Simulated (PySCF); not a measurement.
Gas-phase reaction: 4 SiH₂F = 2 SiH + 2 SiH₂F₂ + H₂

Computed with PySCF and rigid-rotor harmonic-oscillator thermochemistry at 1 bar. † marks an energy on the PBE0/def2-TZVP geometry and frequencies; other levels use their own. MP2 freezes the core. 6-31G* has spherical d functions here. Open shells (unrestricted): SiH₂F (multiplicity 2), SiH (multiplicity 2, electronic degeneracy 4); the rest are closed-shell singlets. Spin-orbit splitting is ignored; it lowers the true energy and changes the entropy of SiH. B3LYP is the form with VWN-RPA correlation. SiH₂F: computed as isolated molecules; such fragments, hydroxides, amides, oligomers or adducts are transient or little studied in the gas. MP2 isn't extrapolated to the basis-set limit; its ΔH°(298 K) is -62.3 kJ in def2-SVP and -54.4 kJ in def2-TZVPP. The harmonic model lacks anharmonicity and excited electronic states, which grow with temperature; levels with a mode under 35 cm⁻¹ are left out.

```csv
level,"ΔE electronic, kJ","ΔH°(298 K), kJ","ΔS°(298 K), J/K","ΔG°(800 K), kJ"
B3LYP/6-31G*,-76,-81,53,-127
MP2/def2-SVP†,-57,-62,52,-108
PBE/def2-SVP,-14,-18,53,-65
PBE/def2-TZVP†,-14,-19,52,-66
PBE0/def2-QZVP†,-14,-20,52,-66
PBE0/def2-SVP†,-20,-26,52,-72
r2SCAN/def2-TZVP†,6,0,52,-46
ωB97M-V/def2-TZVP†,-80,-85,52,-132
```
ΔH° is lowest at ωB97M-V/def2-TZVP† and highest at r2SCAN/def2-TZVP†. No reference value is set beside these.
